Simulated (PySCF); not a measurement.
fluoromethane (CH3F), SMILES CF.

Geometry: B3LYP-D3(BJ)/def2-TZVP.

All values below come from B3LYP/def2-TZVPD (PySCF).

Symmetry labels are those of the subgroup Cs that the program uses (full group C3v).

Computed valence orbital energies around the gap with their symmetry:
```tsv
orbital	symmetry	energy (eV)
HOMO−7	A'	-278.84
HOMO−6	A'	-32.49
HOMO−5	A'	-19.24
HOMO−4	A'	-13.46
HOMO−3	A"	-13.29
HOMO−2	A'	-13.29
HOMO−1	A'	-9.67
HOMO	A"	-9.67
LUMO	A'	0.19
LUMO+1	A'	0.96
LUMO+2	A'	1.83
LUMO+3	A"	1.83
```
